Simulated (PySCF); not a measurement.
## A search over the determinants of AlP

Unrestricted PBE0; PySCF, no relativity, basis sets Al def2-SVPD, P def2-SVPD. Outer shells of the fragments: Al 3s2 3p1; P 3s2 3p3.

Followed along the bond (rough minima from three points):

| 2Ms+1 | unpaired | ⟨S²⟩ at the start | R at minimum (Å) | Te (eV) |
| --- | --- | --- | --- | --- |
| 3 | π ↑↑ | 2.01 | 2.44 | 0.00 |
| 3 | σ ↑, π ↑ | 2.01 | 2.22 | 0.04 |
| 1 | σ ↓, π ↑ | 1.02 | 2.21 | 0.16 |
| 1 | π ↑↓ | 1.01 | 2.44 | 0.33 |
| 1 | none | 0.00 | none in the scan | ≤ 0.95 |

Solutions found at the starting distance of 2.260 Å, counted from the lowest of them; the search is not exhaustive and high or unbound solutions are not listed, so other states can lie among these:

| 2Ms+1 | unpaired | term | E (eV) | ⟨S²⟩ | ⟨Lz²⟩ | μ (D) |
| --- | --- | --- | --- | --- | --- | --- |
| 3 | σ ↑, π ↑ | ³Π | 0.00 | 2.01 | 1.01 | -2.53 |
| 3 | π ↑↑ | ³Σ⁻ | 0.09 | 2.01 | 0.00 | -0.02 |
| 1 | σ ↓, π ↑ | mixed | 0.14 | 1.02 | 1.01 | -2.68 |
| 1 | π ↑↓ | mixed | 0.42 | 1.01 | 2.02 | 0.04 |
| 1 | none | ¹Σ⁺ | 1.14 | 0.00 | 0.00 | -4.03 |
| 1 | none | mixed | 1.46 | 0.00 | 2.00 | 0.29 |
| 5 | σ ↑, π ↑↑↑ | ⁵Π | 1.94 | 6.01 | 1.00 | 0.22 |
| 3 | σ ↑, π ↑↑↓ | mixed | 2.41 | 3.02 | 3.03 | 0.19 |
| 3 | σ ↓, π ↑↑↑ | mixed | 2.60 | 3.03 | 1.01 | 0.50 |
| 1 | σ ↑, π ↑↓↓ | mixed | 2.87 | 2.03 | 3.03 | 0.59 |

A term symbol is given only where ⟨S²⟩ and ⟨Lz²⟩ are close to those of a pure state; real π, δ and φ orbitals otherwise mix terms. A positive dipole means Al(−)P(+).

Compare the gap between the two lowest followed solutions at the starting distance with the gap between their minima.

At PBE0 the second solution (triplet, unpaired electrons σ ↑, π ↑) lies -0.09 eV from the first (triplet, unpaired electrons π ↑↑) at 2.260 Å and +0.04 eV at the minima; the two curves relax by different amounts, since their minima lie near 2.22 and 2.44 Å. A gap this small is a tie at this level.
